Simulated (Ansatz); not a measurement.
Basis-set extrapolation for the Cl⁻ ion (frozen core, the Gaussian-basis code of Ansatz). Multiplicity 1, RHF reference.

```tsv
	cc-pV(T+d)Z	cc-pV(Q+d)Z
HF	-459.564666	-459.572782
MP2 correlation	-0.197934	-0.221886
CCSD(T) correlation	-0.222313	-0.247591
```

Energies in hartree. Use E(X) = E(∞) + A·exp(−5.46·√X) for Hartree–Fock and E(X) = E(∞) + B·X^(−3.05) for correlation, with X = 3 and 4.

What is the CCSD(T) energy at the basis-set limit?

HF limit: -459.572782 + (-0.008116) × 0.30130 = -459.57523. Correlation limit: -0.247591 + (-0.025278) × 0.71189 = -0.26559. Total: -459.84082 hartree, 33.8 kcal/mol below CCSD(T)/cc-pV(T+d)Z.
